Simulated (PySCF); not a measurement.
# A small calculation by hand: entropy of an ideal gas

H2O2, SMILES OO.

Coordinates come from a PBE-D3(BJ)/def2-TZVP optimisation.

PBE-D3(BJ)/def2-TZVP run with PySCF gives the harmonic wavenumbers 371, 902, 1268, 1387, 3631, 3632 cm⁻¹ and the rotational temperatures 14.1317, 1.2480, 1.2049 K. The molar mass is 34.01 g/mol, the symmetry number 2, the spin multiplicity 1.

**Question.** Work out the entropy at 298.15 K and 1 atm in the rigid-rotor, harmonic-oscillator model.

**Answer.** 
Translation (Sackur–Tetrode at 1 atm): S = R[1.5 ln M + 2.5 ln T − 1.16487] = 152.7 J/(mol K).
Rotation: q = (√π/σ) T^1.5/√(θA θB θC) = 990, S = R[ln q + 3/2] = 69.8 J/(mol K).
Vibration: with u = 1.4388 ν/T, each mode gives R[u/(e^u − 1) − ln(1 − e^−u)]:
| ν (cm⁻¹) | modes | u | S (J/(mol K)) |
|---|---|---|---|
| 371 | 1 | 1.79 | 4.50 |
| 902 | 1 | 4.35 | 0.58 |
| 1268 | 1 | 6.12 | 0.13 |
| 1387 | 1 | 6.69 | 0.08 |
The stiffer modes add less than 0.005 each. Sum 5.3 J/(mol K).
Spin: R ln 1 = 0.0 J/(mol K).
Total 227.8 J/(mol K); the program's own thermochemistry gives 227.8. Translation makes up 67 % and vibration 2 %. Anharmonicity, hindered rotation and orbital degeneracy are left out.
